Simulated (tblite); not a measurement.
Run record: nudged-elastic-band run, N-methylacetamide (`CNC(C)=O`).

Computed with GFN2-xTB (tblite), gas phase: nudged elastic band of 9 images (0 to 8), spring 0.2 eV/Å², climbing image at the end, force threshold 0.05 eV/Å. No saddle search or frequency run followed, so the top image need not be a first-order saddle, and its height can exceed the method's true barrier by a kcal/mol or more. A driver script takes a list of jobs; this job's settings line and coordinates (Å) are shown. «atoms» counts from 0 and names the dihedral (C4–C3–N2–C1 when counted from 1); «turn» is the rotation in degrees that makes the guess of the end point.

Command:
```bash
OMP_NUM_THREADS=1 python probes_run.py task.json out
```

Input:
```
{"job": {"kind": "neb", "xc": "GFN2-xTB", "basis": "xTB", "atoms": [3, 2, 1, 0], "turn": 180}, "charge": 0, "multiplicity": 1}
C      1.887367     0.056729    -0.041675
N      0.483209     0.262393    -0.297577
C     -0.488840    -0.363761     0.408069
C     -1.889387     0.007538    -0.037282
O     -0.252206    -1.141379     1.305798
H      2.387641    -0.354260    -0.921131
H      2.372208     0.993423     0.240687
H      1.964830    -0.651693     0.781651
H      0.229230     0.899672    -1.034826
H     -2.026229    -0.233978    -1.088863
H     -2.610156    -0.548317     0.554137
H     -2.056468     1.072946     0.104985
```

Output:
```
image   E - E0 / eV
  0       0.0000
  1       0.0616
  2       0.2893
  3       0.6659
  4       0.7898
  5       0.5060
  6       0.1723
  7       0.0665
  8       0.0431
```

Question: Read off the barriers.

Answer: The highest image is 4: 0.790 eV (18.21 kcal/mol) above the start and 0.747 eV (17.22 kcal/mol) above the end. The band met its force threshold.

Question: Which dihedral does each image have?

Answer: 0: 180°, 1: -161°, 2: -143°, 3: -133°, 4: -115°, 5: -78°, 6: -36°, 7: -9°, 8: 0°.

Question: Give the geometry of the highest image and of the end point.

Answer: 
Image 4:
```
atom  x, y, z in Å
C1      1.684   -0.101   -0.286
N2      0.459    0.700   -0.204
C3     -0.540    0.113    0.644
C4     -1.756   -0.274   -0.143
O5     -0.404   -0.038    1.827
H6      2.051   -0.060   -1.313
H7      2.470    0.250    0.386
H8      1.464   -1.138   -0.036
H9      0.693    1.619    0.162
H10    -1.459   -0.964   -0.930
H11    -2.511   -0.725    0.493
H12    -2.150    0.618   -0.624
```

Image 8:
```
atom  x, y, z in Å
C1      1.435   -0.010   -0.576
N2      0.648    0.620    0.452
C3     -0.658    0.450    0.767
C4     -1.436   -0.548   -0.063
O5     -1.154    1.081    1.677
H6      1.826    0.739   -1.269
H7      2.280   -0.544   -0.133
H8      0.833   -0.719   -1.136
H9      1.131    1.295    1.030
H10    -0.995   -1.539    0.016
H11    -2.454   -0.582    0.315
H12    -1.455   -0.243   -1.107
```

Hardware: an Arm Neoverse V1 with one thread, shared host. Cost: 3.9 s, 0.18 GiB resident at most.
